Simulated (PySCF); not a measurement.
One of the candidates below gave these computed data.

All candidates are C3H3N2 (charge -1).

| technique | computed result |
| --- | --- |
| 13C NMR | chemical shifts (computed TMS as zero) by class: 134.3 (2 C), 96.5 (1 C) ppm [GIAO PBE0/pcSseg-1] |
| NMR, other nuclei | isotropic shieldings of nuclei other than C and H, by class: -102 (2 N) ppm [GIAO PBE0/pcSseg-1] |
| Rotational structure | rotational constants A, B, C: 10.077, 10.011, 5.022 GHz [GFN2-xTB] |
| 1H NMR | chemical shifts (computed TMS as zero) by class: 7.20 (2 H), 5.72 (1 H) ppm [GIAO PBE0/pcSseg-1] |
| Couplings | largest of the computed one-bond spin–spin couplings (means over like bonds): 13C–1H +169.9 (×2), 13C–1H +161.2, 13C–13C +66.8 (×2), 15N–15N -20.0, 15N–13C +5.4 (×2) Hz [B3LYP/pcJ-1] |
| XPS | C1s 284.2, C1s 284.7 (×2), N1s 398.4 (×2) eV [ΔSCF SCAN, pcX-2 on the ionised atom, pcseg-1 elsewhere, spin-free X2C] |

The electronic properties come from PySCF, for the isolated species, density fitting. Levels stand in brackets. Isolated species at its GFN2-xTB geometry, gas phase. No diffuse functions stand in pcJ-1 and pcSseg-1, which bears on an anion's orbital energies. Each NMR value is the plain mean over a class of atoms that symmetry, rotation or inversion makes alike.

Question: Which candidate is it?
A. `c1c[n-]cn1`
B. `C=N[CH-]C#N`
C. `c1cn[n-]c1`

Answer: C. It is `c1cn[n-]c1`. Numbering: `[cH:1]1[cH:2][n:3][n-:4][cH:5]1`. 3 carbons fall into 2 classes; from least to most shielded: aromatic CH next to a ring nitrogen [C2/C5] (134.3 ppm, 2 C), aromatic CH carbon [C1] (96.5 ppm). Hydrogen classes from least to most shielded: 2 H on 2 like atoms (aromatic CH next to a ring nitrogen), C2/C5 (7.20 ppm), 1 H on an aromatic CH carbon, C1 (5.72 ppm). The other shieldings belong to: -102 ppm, nitrogen bonded to C and N [N3/N4]. The couplings run between: +169.9 Hz, aromatic CH next to a ring nitrogen [C2] and its hydrogen (with 1 like pair); +161.2 Hz, aromatic CH carbon [C1] and its hydrogen; +66.8 Hz, aromatic CH carbon [C1] and aromatic CH next to a ring nitrogen [C2] (with 1 like pair); -20.0 Hz, nitrogen bonded to C and N [N3] and nitrogen bonded to C and N [N4]; +5.4 Hz, nitrogen bonded to C and N [N3] and aromatic CH next to a ring nitrogen [C2] (with 1 like pair). The core levels belong to: C1s 284.2 eV, aromatic CH carbon [C1]; C1s 284.7 eV, aromatic CH next to a ring nitrogen [C2/C5]; N1s 398.4 eV, nitrogen bonded to C and N [N3/N4]. The optimised geometry has point group C2v and is an asymmetric top.

The others, at the same levels:
- `C=N[CH-]C#N` fails: it has 3 carbon classes against 2; its computed 13C shifts are 139.2 (1 C), 90.6 (1 C), 66.6 (1 C) ppm, 1H shifts are 6.00 (1 H), 4.82 (1 H), 4.30 (1 H) ppm and rotational constant A is 52.797 GHz (against 10.077 GHz).
- `c1c[n-]cn1` fails: its computed 13C shifts are 145.4 (1 C), 124.9 (2 C) ppm, core binding energies are C1s 284.6 (×2), C1s 285.1, N1s 398.1 (×2) eV and 1H shifts are 7.03 (1 H), 6.65 (2 H) ppm.

Each candidate is one conformer, not necessarily the lowest. Dipoles, sizes and rotational constants follow the conformer. The torsions of the flexible species, by atom-mapped SMILES:
- `[CH2:1]=[N:2][CH-:3][C:4]#[N:5]`: C1–N2–C3–C4 180°
